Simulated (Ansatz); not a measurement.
# Stretch profile

BHCl$_{2}$ (SMILES ClBCl), closed shell, at its PBE0-D4/def2-TZVP minimum:

| atom | x (Å) | y (Å) | z (Å) |
| --- | --- | --- | --- |
| Cl1 | -1.5207 | -0.6802 | -0.0042 |
| B2 | 0.0264 | 0.1002 | -0.0687 |
| Cl3 | 1.4107 | -0.6145 | 0.6926 |
| H4 | 0.1390 | 1.1342 | -0.6400 |

The bond length B2–H4 (1.187 Å at the minimum) is set to the values below, the two halves moving rigidly along the bond. Each method's energies count from its own value at the PBE0-D4 minimum structure. Ansatz 0.2.0; basis: def2-TZVPP; cores frozen in the correlated methods. B3LYP uses VWN-RPA correlation.

CCSD(T) energies along the scan:
```csv
bond length (Å),CCSD(T) (kJ/mol)
1.021,42.2
1.056,24.3
1.107,7.9
1.166,0.3
1.233,2.8
1.304,14.5
1.380,34.3
1.460,60.1
1.543,90.1
```
They count from the CCSD(T) energy at the PBE0-D4 minimum.

Minimum and curvature along this coordinate at CCSD(T): A fifth-order fit through the nearest points gives 1.183 Å, with a curvature of about 25 eV/Å².

Task: Treat the two halves as rigid bodies and work out the harmonic wavenumber of this stretch from that curvature (ν̃ = 521.5 √(k/μ) cm⁻¹ with k in eV/Å² and μ in u).

Result: The halves weigh 81.72 and 1.01 u, so μ = 81.72 × 1.01/82.73 = 0.998 u and ν̃ = 521.5 √(25/0.998) ≈ 2600 cm⁻¹. A true normal mode mixes in other motions, so this is a guide only.

Largest difference from the CCSD(T) curve over the scan: PBE-D4 10.6; r2SCAN-D4 2.6; B3LYP-D4 2.4; HF 11.4 kJ/mol. Each curve counts from its own value at the minimum.

No T1 diagnostic of these runs exceeds 0.013.

For scale, one of the runs: CCSD(T)/def2-TZVPP, 129 basis functions (an equivalent command: `ansatz run in.yaml --threads 2`). The run took about 6 s on 2 CPU threads (shared host).
